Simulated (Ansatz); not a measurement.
**Two structures, one formula**

Two relaxed structures of AlSiNH₆, singlet (PBE0-D4/def2-TZVP; forces vanish, vibrations not checked).

A:

```csv
atom,x (Å),y (Å),z (Å)
N1,-1.2433,1.0127,-1.1609
Al2,0.1036,0.9655,-0.0169
Si3,0.8118,-1.2267,0.8198
H4,-1.7426,0.2045,-1.4961
H5,-1.6222,1.8513,-1.5717
H6,0.7606,2.3521,0.3873
H7,2.2367,-1.5105,0.4795
H8,-0.0067,-2.3382,0.2534
H9,0.7021,-1.3106,2.3056
```

B:

```
atom    x (Å)    y (Å)    z (Å)
  N1  -0.2388   0.0255  -0.0431
 Al2   0.8062   1.4688  -0.0051
 Si3   0.1161  -1.5941   0.4396
  H4  -1.1776   0.1633  -0.3962
  H5   2.2810   1.3041   0.5380
  H6   0.1869   2.8314  -0.5212
  H7   1.5193  -1.6142   0.9264
  H8  -0.0213  -2.5594  -0.6871
  H9  -0.7834  -2.0657   1.5300
```

Program: Ansatz 0.2.0. Basis: def2-TZVPP. Cores are frozen in the correlated methods. B3LYP uses VWN-RPA correlation.

(1) Which structure is lower at CCSD(T), and by how much? (An estimate is asked for; the value comes from the calculation.)

The T1 diagnostic stays at or below 0.013.

## Answers

(1) Computed: B, by 0.461 eV (electronic energy, against the other). By their contacts, A is AlSiNH₆ ([NH2][AlH][SiH3]) and B is AlSiNH₆ ([AlH2][NH][SiH3]).

All methods give the same order:

```tsv
method	E(B) − E(A) (eV)
PBE-D4	-0.247
r2SCAN-D4	-0.393
PBE0-D4	-0.315
B3LYP-D4	-0.450
wB97M-V	-0.511
HF	-0.617
MP2	-0.559
CCSD	-0.476
CCSD(T)	-0.461
```

Labels in which every atom is bracketed show which atoms are joined, not bond orders.

For scale, one of the runs: CCSD(T)/def2-TZVPP, 199 basis functions, launched by `ansatz run in.yaml --threads 2 --pin off --events-out ev --progress --plain --max-ram 4352MiB`. The run took 40 s on 2 CPU threads of an Arm Neoverse V1 (shared host), with 2.2 GiB of host memory at its peak.
